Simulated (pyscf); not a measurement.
## Routes from GaH₃ (SMILES [GaH3]) + HCl (SMILES Cl)

Candidate steps break at most two bonds and form at most two. Each was searched with GFN2-xTB (tblite) first. Single points on ωB97X-D3(BJ)/def2-SVP structures (PySCF, gas phase). Energies: ωB97M-D3(BJ)/def2-TZVP, eV, from the separated reactants, singlet surface; ΔG‡ with ideal gas, 1 atm, RRHO with modes under 100 cm⁻¹ raised to 100, one conformer, R ln 2 for chiral ones without a mode under 150 cm⁻¹.

| products | type | ΔE‡ | ΔE | ΔG‡ 298 K | ΔG‡ 900 K | ν‡ (cm⁻¹) |
|---|---|---|---|---|---|---|
| Cl–GaH₂ + H₂ | four-centre exchange | 0.15 | -1.15 | 0.52 | 1.31 | 1000i |
| GaH₃ + HCl | four-centre exchange | 3.58 | 0.00 | 3.87 | 4.62 | 1140i |

Row 1: On the reactant side the descent ends in a complex, 0.32 eV under the separated species and 0.36 eV under the saddle at ωB97X-D3(BJ)/def2-TZVP. Row 2: On the reactant side the descent ends in an adduct with a Cl–Ga contact, 0.32 eV under the separated species and 3.89 eV under the saddle at ωB97X-D3(BJ)/def2-TZVP. On the product side the descent ends in an adduct with a Cl–Ga contact, 0.32 eV under the separated species and 3.89 eV under the saddle at ωB97X-D3(BJ)/def2-TZVP. 

Plain bond fissions and candidates not yet searched are not listed, and one of them may be faster. Each barrier is that of the saddle found; lower ones may exist. Elements up to Kr have no core potential and no relativistic terms here.
